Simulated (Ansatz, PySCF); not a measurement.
hydrogen peroxide cation (H₂O₂), SMILES OO (connectivity only; charge and spin as stated), charge +1, multiplicity 2. Atoms are numbered in the order given.

```xyz
4

O      0.1907    -0.6187     0.0000
O     -0.1907     0.6187     0.0000
H     -0.6548    -1.1453     0.0000
H      0.6548     1.1453     0.0000
```
Charge +1, spin multiplicity 2.

The structure is a stationary point at ωB97X-D3(BJ)/def2-TZVP. The multiplicity is an assumed one; other spin states were not compared.

Two levels are set side by side: PBE-D3(BJ)/def2-TZVP (Ansatz, a first-principles code) and ωB97X-D3(BJ)/def2-TZVP (PySCF). Each level has its own optimised geometry; the coordinates shown are those of the second. Frequencies come from the Hessian of PySCF at each geometry. Differences are taken from unrounded values.

| quantity | ωB97X-D3(BJ) |
|---|---|
| mean bond length (Å) | 1.096 |
| bond O1–O2 (Å) | 1.295 |
| bond O1–H3 (Å) | 0.996 |
| bond O2–H4 (Å) | 0.996 |
| highest harmonic wavenumber (cm⁻¹) | 3483 |
| mean harmonic wavenumber (cm⁻¹) | 2015 |
| zero-point energy (kcal/mol) | 17.28 |

**Question.** What does PBE-D3(BJ) give, and how far is it from ωB97X-D3(BJ)? (The exact figures need the calculation; the answer reports its results.)

**Answer.** 
| quantity | PBE-D3(BJ) | PBE-D3(BJ) minus ωB97X-D3(BJ) |
|---|---|---|
| mean bond length (Å) | 1.114 | 0.019 |
| bond O1–O2 (Å) | 1.327 | 0.032 |
| bond O1–H3 (Å) | 1.008 | 0.012 |
| bond O2–H4 (Å) | 1.008 | 0.012 |
| highest harmonic wavenumber (cm⁻¹) | 3322 | -162 |
| mean harmonic wavenumber (cm⁻¹) | 1910 | -105 |
| zero-point energy (kcal/mol) | 16.38 | -0.90 |

GGA bonds tend to be longer and softer than those of functionals with exact exchange. Differences between two approximate levels are no errors against the true value.
